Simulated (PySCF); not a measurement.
**SO2: bending curve**

Level of theory: PySCF, TPSS, basis S def2-TZVP, O def2-TZVP (no relativity, density fitting).

Rigid scan from the singlet minimum (S–O 1.454 Å (×2); O–S–O 118.9°). Coordinate: the O–S–O angle, bonds fixed. Energies in kJ/mol from the minimum.

Task: Predict the curve at 80, 90, 100, 110, 120, 130, 140, 150, 160, 170, 180.

Result: 
| bond angle (°) | E (kJ/mol) | dipole size (D) |
| --- | --- | --- |
| 80 | 338.4 | 2.94 |
| 90 | 160.9 | 2.75 |
| 100 | 61.1 | 2.40 |
| 110 | 12.3 | 1.99 |
| 120 | 0.2 | 1.55 |
| 130 | 16.2 | 1.11 |
| 140 | 54.6 | 0.68 |
| 150 | 109.5 | 0.31 |
| 160 | 171.8 | 0.05 |
| 170 | 224.9 | 0.05 |
| 180 | 246.4 | 0.00 |

With the bonds held, the linear shape lies 246.4 kJ/mol from the minimum.

The scan took 22 s on 2 threads of a shared Arm Neoverse V1 host; the process peaked at 0.81 GiB. Launch command: `OMP_NUM_THREADS=2 python axn.py task.json out`.
